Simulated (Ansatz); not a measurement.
Frontier orbitals of C$_{4}$H$_{3}$Cl, SMILES `C=C1C=C1Cl`.

The species carries charge 0 and has multiplicity 1. The geometry is a stationary point of PBE0-D4/def2-TZVP. Basis def2-TZVPP, Ansatz 0.2.0.

| functional | HOMO (eV) | LUMO (eV) |
| --- | --- | --- |
| revPBE | -5.09 | -1.65 |

Task: Give HOMO and LUMO (eV) with LDA (SPW92), PBE, BLYP, r2SCAN, B97M-V, PBE0, B3LYP, r2SCANh, r2SCAN0, HSE06 (plane-wave form), BHLYP, CAM-B3LYP, LC-ωPBE, ωB97X-V, ωB97M-V, HF. (An estimate is asked.)

Result: Computed: 
```json
{"functional": "LDA (SPW92)", "HOMO": "-5.37", "LUMO": "-1.99"}
{"functional": "PBE", "HOMO": "-5.16", "LUMO": "-1.74"}
{"functional": "BLYP", "HOMO": "-4.99", "LUMO": "-1.59"}
{"functional": "r2SCAN", "HOMO": "-5.31", "LUMO": "-1.52"}
{"functional": "B97M-V", "HOMO": "-5.28", "LUMO": "-1.38"}
{"functional": "PBE0", "HOMO": "-6.19", "LUMO": "-0.70"}
{"functional": "B3LYP", "HOMO": "-5.98", "LUMO": "-0.93"}
{"functional": "r2SCANh", "HOMO": "-5.70", "LUMO": "-1.14"}
{"functional": "r2SCAN0", "HOMO": "-6.30", "LUMO": "-0.58"}
{"functional": "HSE06 (plane-wave form)", "HOMO": "-5.80", "LUMO": "-1.09"}
{"functional": "BHLYP", "HOMO": "-7.05", "LUMO": "0.45"}
{"functional": "CAM-B3LYP", "HOMO": "-7.45", "LUMO": "0.48"}
{"functional": "LC-ωPBE", "HOMO": "-8.79", "LUMO": "1.66"}
{"functional": "ωB97X-V", "HOMO": "-8.40", "LUMO": "1.59"}
{"functional": "ωB97M-V", "HOMO": "-8.30", "LUMO": "1.50"}
{"functional": "HF", "HOMO": "-8.30", "LUMO": "3.23"}
```

B3LYP here is the variant with VWN-RPA as its local correlation; programs differ in this. LC-ωPBE has ω = 0.4 bohr⁻¹. Positive LUMOs are unbound and depend on the basis.
